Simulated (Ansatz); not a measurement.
Reaction (formal exchange of groups at a C–C bond): `N=C(Cl)CO` + `C=CCl` → `OC/C=C/Cl` + `N=CCl`

Computed with Ansatz on PBE0-D4/def2-TZVP structures; ΔE is electronic, products minus reactants. CCSD(T)/CBS adds triple-zeta CCSD(T) − MP2 to the extrapolated MP2 energy (def2 sets, frozen cores). This one scheme is used for every species. Functionals use def2-TZVPP. B3LYP here is the variant with VWN-RPA as its local correlation; programs differ in this. Each species was taken in one conformer, which may not be the lowest.

`N=C(Cl)CO`:

Cartesian coordinates in Å:
```
N -0.806 -1.115 -0.547
C -0.571 0.090 -0.323
Cl -1.594 1.420 -0.816
C 0.658 0.519 0.417
O 1.440 -0.568 0.790
H -1.666 -1.293 -1.056
H 0.339 1.097 1.295
H 1.218 1.208 -0.229
H 0.983 -1.358 0.468
```

`C=CCl`:

Cartesian coordinates in Å:
```
C -0.368 0.306 -0.562
C 0.289 -0.104 0.507
Cl 0.811 -1.728 0.734
H -0.624 -0.363 -1.373
H -0.665 1.345 -0.637
H 0.557 0.544 1.331
```

`OC/C=C/Cl`:

Cartesian coordinates in Å:
```
O -0.510 -1.505 -1.249
C -0.819 -0.640 -0.175
C 0.022 0.593 -0.188
C 0.808 0.920 0.826
Cl 1.798 2.326 0.851
H 0.428 -1.710 -1.204
H -1.872 -0.378 -0.307
H -0.726 -1.149 0.794
H -0.015 1.214 -1.078
H 0.885 0.328 1.730
```

`N=CCl`:

Cartesian coordinates in Å:
```
N -0.030 -0.926 -0.354
C -0.045 0.261 0.031
Cl -0.997 1.450 -0.788
H 0.581 -1.485 0.240
H 0.492 0.701 0.872
```

```
             level  ΔE (kJ/mol)  difference from CCSD(T)/CBS
            PBE-D4         33.5                          1.9
         r2SCAN-D4         36.6                          5.0
           PBE0-D4         33.4                          1.8
          B3LYP-D4         31.7                          0.1
           ωB97X-V         32.0                          0.4
           ωB97M-V         32.7                          1.1
            B2PLYP         30.7                         -0.9
               PBE         32.1                          0.5
            r2SCAN         36.4                          4.8
              PBE0         32.3                          0.7
             B3LYP         29.3                         -2.3
     HF/def2-TZVPP         26.3                         -5.3
    MP2/def2-TZVPP         32.8                          1.2
SCS-MP2/def2-TZVPP         29.5                         -2.1
   CCSD/def2-TZVPP         29.4                         -2.2
CCSD(T)/def2-TZVPP         31.0                         -0.6
     HF/def2-QZVPP         25.6                         -6.0
    MP2/def2-QZVPP         33.0                          1.4
SCS-MP2/def2-QZVPP         29.6                         -2.0
      HF/CBS(def2)         25.5                         -6.1
     MP2/CBS(def2)         33.5                          1.9
    CCSD/CBS(def2)         30.0                         -1.6
       CCSD(T)/CBS         31.6                            0
```

Largest T1 diagnostic among the species: 0.012.

In def2-TZVPP, CCSD(T) changes the Hartree–Fock value by +4.6 kJ/mol (the triples alone add +1.6 kJ/mol) and MP2 by +6.5 kJ/mol.
